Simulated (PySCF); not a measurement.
System (SMILES): FC(F)(F)F.
Geometry (B3LYP-D3(BJ)/def2-TZVP, fixed):
```xyz
5

C      0.0000     0.0000     0.0000
F      0.7629     0.7657     0.7682
F     -0.7843    -0.7493     0.7628
F     -0.7467     0.7653    -0.7843
F      0.7680    -0.7817    -0.7466
```

Basis-set convergence of the lowest singlet excitation energy at PBE with PySCF. Tamm-Dancoff approximation; the state is taken by its order, and sets in which it differs in degeneracy or brightness are left out, yet its character can still change. All functions are spherical. Density fitting with generated auxiliary sets. No added dispersion term, no relativity. Reference: the value in aug-pcseg-2, 10.183 eV, itself unsure by roughly 0.105 eV (its distance from aug-cc-pVTZ). Deviations are taken from unrounded values. Cost is core time over that of def2-SVP, rough, on shared machines of one kind; a dash marks a row that isn't timed (too short, read off another run, short of memory, by another algorithm or on other hardware).

| basis | functions | lowest singlet excitation energy (eV) | minus reference (eV) | cost |
|---|---|---|---|---|
| STO-3G | 25 | 13.081 | 2.898 | - |
| 3-21G | 45 | 13.414 | 3.231 | - |
| 6-31G | 45 | 13.007 | 2.823 | - |
| pcseg-0 | 45 | 13.436 | 3.252 | - |
| def2-SVP | 70 | 13.714 | 3.531 | 1× |
| pcseg-1 | 70 | 13.385 | 3.202 | 1× |
| 6-31+G* | 90 | 10.406 | 0.223 | - |
| def2-SVPD | 112 | 10.653 | 0.470 | 3× |
| aug-cc-pVDZ | 115 | 10.316 | 0.133 | 2× |
| aug-pcseg-1 | 115 | 10.295 | 0.112 | 2× |
| 6-311++G(3df,3pd) | 195 | 10.400 | 0.217 | 4× |
| aug-pcseg-2 | 230 | 10.183 | 0.000 | 5× |
| def2-QZVPP | 285 | 11.908 | 1.725 | - |
